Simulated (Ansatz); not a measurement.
# SiH2S2 (SMILES S[Si]S): from total energies to a heat of formation

SiH2S2 has 5 atoms, charge 0, and is taken as a singlet. SMILES: `S[Si]S`. The coordinates come from a PBE0-D4/def2-TZVP relaxation. This is one conformer, not always the lowest.

```xyz
5

S    -0.6407   -1.0238   -0.5412
Si   -0.6552    0.9689    0.2378
S     1.4265    1.1173    0.7342
H    -1.9547   -1.0422   -0.8251
H     1.8741   -0.0939    0.3529
```

Total energies at HF/def2-SVPD (Ansatz 0.2.0); the atoms run unrestricted:

| species | state | energy (Eh) |
| --- | --- | --- |
| SiH2S2 | singlet | -1084.859418 |
| S | triplet | -397.371456 |
| Si | triplet | -288.754238 |
| H | doublet | -0.499278 |

Harmonic wavenumbers at PBE0-D4/def2-TZVP, in cm⁻¹: 181, 306, 399, 482, 508, 688, 770, 2677, 2700.

Measured heats of formation of the gaseous atoms at 298.15 K, in kJ/mol: S 277.0, Si 450.0, H 218.0. Spin-orbit lowering of the atoms at 298 K (mean of the ground term's levels less their thermal mean, from spectra), in kJ/mol: S 1.88, Si 0.44. Take 1 Eh = 2625.50 kJ/mol, 1 cm⁻¹ = 0.0119627 kJ/mol, RT = 2.479 kJ/mol.

Task: Work out the heat of formation of the gas at 298 K.

Result: 
1. Electronic atomisation energy: 2 × (-397.371456) + (-288.754238) + 2 × (-0.499278) − (-1084.859418) = 0.363712 Eh = 954.9 kJ/mol.
2. Zero-point energy: half the sum of the wavenumbers, 4355.5 cm⁻¹ = 52.1 kJ/mol.
3. Thermal vibrational enthalpy, Σ hcν̃/(exp(hcν̃/kT) − 1): 5.2 kJ/mol. Translation, rotation and pV of a non-linear molecule: 4 RT = 9.9 kJ/mol.
4. The 5 free atoms carry 5/2 RT each: 31.0 kJ/mol.
5. Spin-orbit coupling lowers the free atoms by 2 × 1.88 + 0.44 = 4.2 kJ/mol.
6. Atomisation enthalpy at 298 K: 954.9 − 4.2 − 52.1 − 5.2 − 9.9 + 31.0 = 914.5 kJ/mol.
7. Sum of the atoms' heats of formation: 1440.0 kJ/mol. Heat of formation: 1440.0 − 914.5 = +525.5 kJ/mol.

No measured value is set beside it here. Hartree–Fock leaves out correlation, which is larger in the molecule than in the atoms, so it underbinds and puts the heat of formation too high. Anharmonicity and any spin-orbit splitting of the molecule are left out.
